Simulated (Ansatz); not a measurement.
# Si2P (sextet): from Hartree-Fock to the top rungs, cc-pVDZ

An exercise on one series of results from a longer session: the logs are not shown, and one member is left open.

Computed with Ansatz 0.2.0, Gaussian basis. Level: cc-pVDZ, core rule «outside noble gas», up to 15 orbitals frozen.

Plan: UHF; CCSD(T) on ROHF; CCSD(T) on UHF; BCCD(T) on ROHF; CISD as a restricted active space (open shells left free, so some higher excitations enter); CCSDT(Q) on ROHF; CCSDT(Q) on UHF.

31 further runs of the same task are left out: 2 for a known fault of the program, 16 that didn't finish, 13 set aside as unsound or not needed. Runs told in other sessions of the task aren't counted.

## What is computed

The geometry is a PBE0/def2-TZVP stationary point (not a proven minimum) of the parent state, kept for this charge and spin.

3 atoms, charge 0, spin multiplicity 6.

Atoms are counted from 1 here; the program's logs count them from 0.

Bond lengths: P1–Si2 2.102 Å, Si2–Si3 2.227 Å. Angles: P1–Si2–Si3 180.0°.

Set-up of the first run:

in.yaml

```yaml
crystal:
  periodic: [false, false, false]
  atoms:
    - {symbol: P, position_ang: [0.000000, 0.000000, -2.143900]}
    - {symbol: Si, position_ang: [0.000000, 0.000000, -0.041700]}
    - {symbol: Si, position_ang: [0.000000, 0.000000, 2.185600]}
basis:
  gaussian: {orbitals: cc-pVDZ}
magnetization: {spin_polarized: true, initial_magnetization: 5}
hamiltonian: {xc: hf}
output: {orbitals: {seedname: orbitals}}
```

The run is started by

```console
$ ansatz run in.yaml --threads 1 --pin off --events-out ev --progress --plain --max-ram 2393MiB
```

Among the steps run: UHF; CCSD(T) on ROHF; CCSD(T) on UHF; BCCD(T) on ROHF; CISD as a restricted active space (open shells left free, so some higher excitations enter); CCSDT(Q) on ROHF; CCSDT(Q) on UHF.

One of the session's tables, all rows but one given; the rest of the session is left out.

It belongs to the step «Misses and costs». 

```
   method  from RCCSDT(Q) (meV)
     ROHF               +7205.6
      UHF               +6751.6
     RMP2               +1549.2
     UMP2               +1659.4
     CISD               +1035.5
    RCCSD                +348.8
    UCCSD                +339.7
 RCCSD(T)                 +85.6
 UCCSD(T)                     ?
  BCCD(T)                 +86.2
   RCCSDT                 +22.7
   UCCSDT                 +21.9
RCCSDT(Q)                     0
UCCSDT(Q)                  -0.4
```

Estimate the missing values for UCCSD(T).

**Answer.** from RCCSDT(Q) (meV): +87.7. In the column «from RCCSDT(Q) (meV)» it lies between BCCD(T) (+86.2) and UCCSD (+339.7).

Caveats from the session: Restricted and unrestricted rows rest on different reference determinants; a gap between their highest levels can come from leftover correlation error, from unlike frozen cores or from another state.
